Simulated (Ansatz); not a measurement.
## singlet CN(+): levels of theory in one basis

```yaml
atoms:
  - { symbol: C, position_ang: [0.0000, 0.0000, 0.0000] }
  - { symbol: N, position_ang: [0.0000, 0.0000, 1.1730] }
```

Basis set: def2-SVP (spherical functions). Left uncorrelated: 2 orbitals. Charge 1, multiplicity 1.

Computed with Ansatz (development build ahead of 0.2.0); each method stands on the lowest determinant of its kind that the runs found.

```
     method  E − E(RHF) (eV)  <S²> of the determinant
        RHF             0.00                        –
        UHF            -3.57                     1.63
RHF-CCSD(T)           -13.53                        –
```

**Question.** What does RHF-MP2 give on the same scale?

**Answer.** -6.42 eV.

Caution for RHF, RHF-MP2, RHF-CCSD(T): an unrestricted determinant lies well below. Caution for UHF: the unrestricted determinant is a mixture of spin states. Caution for RHF-MP2, RHF-CCSD(T): a plain start can end on a higher determinant. Caution for RHF-MP2: another reference gives a lower total. Caution for RHF-CCSD(T): the amplitudes may be one of several solutions.
